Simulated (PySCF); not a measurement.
## NaLi at PBE

Computed with PBE; Na pcseg-2, Li pcseg-2; no relativity (PySCF 2.14).

- state: ¹Σ⁺ (singlet), closed shell
- bond length: 2.919 Å
- harmonic wavenumber: 247 cm⁻¹
- force constant: 0.193 mdyn/Å
- rotational constant Be: 0.3681 cm⁻¹
- anharmonicity ωexe: 1.46 cm⁻¹
- vibration–rotation constant αe: 0.00314 cm⁻¹
- well depth De to Na + Li: 0.80 eV
- dissociation energy D0: 0.79 eV
- HOMO–LUMO gap: 1.36 eV
- bond order (Mayer): 1.00
- dipole moment (positive dipole means Na(−)Li(+)): -0.21 D

Closed-shell solutions of metal pairs were not tested for spin polarisation, which can lower them a little.
